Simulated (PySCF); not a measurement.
**Two-photon absorption: SMILES C1(C=S)=CC1=O, C$_{4}$H$_{2}$OS**

Geometry (Å), atoms numbered from 1 in this order:
```xyz
8

O    -1.6318    1.9219   -0.3947
C    -1.1486    0.8564   -0.1621
C    -1.1896   -0.5006    0.2029
C     0.0281    0.0060   -0.0487
C     1.4416   -0.2066   -0.1166
S     2.3183   -0.7297    1.1333
H    -1.7114   -1.4241    0.4194
H     1.9101    0.0868   -1.0583
```

Level of theory: TDDFT CAM-B3LYP/aug-cc-pVTZ excited states, vertical, gas phase (PySCF). Geometry: PBE0-D3(BJ)/def2-TZVP.

Question: Give the one- and two-photon strengths of the lowest singlets.

Answer: δ for parallel linear polarisation; σ at the peak of a Lorentzian of half width 0.1 eV, single beam; Ω is circular over linear.
| state | E (eV) | f | photon λ (nm) | δ (au) | σ (GM) | Ω | main |
| --- | --- | --- | --- | --- | --- | --- | --- |
| S1 | 2.12 | 0.000 | 1170 | 10.6 | 0.02 | 0.76 | HOMO→LUMO 0.75, HOMO−1→LUMO 0.23 |
| S2 | 3.56 | 0.058 | 697 | 587 | 2.72 | 0.65 | HOMO−1→LUMO 0.65, HOMO→LUMO 0.22 |
| S3 | 4.88 | 0.046 | 508 | 2.7 | 0.02 | 0.16 | HOMO−2→LUMO 0.66, HOMO→LUMO+1 0.18 |
| S4 | 5.13 | 0.183 | 483 | 452 | 4.36 | 0.66 | HOMO→LUMO+1 0.34, HOMO−2→LUMO 0.25 |
| S5 | 5.63 | 0.009 | 441 | 6.99 | 0.08 | 1.48 | HOMO−1→LUMO+1 0.47, HOMO→LUMO+1 0.16 |
| S6 | 5.83 | 0.102 | 425 | 20.2 | 0.25 | 1.07 | HOMO−3→LUMO 0.54 |

Among these, the strongest one-photon state is S4, the strongest two-photon state S4, with a dipole change of 2.6 D (relaxed, norm of the difference vector).
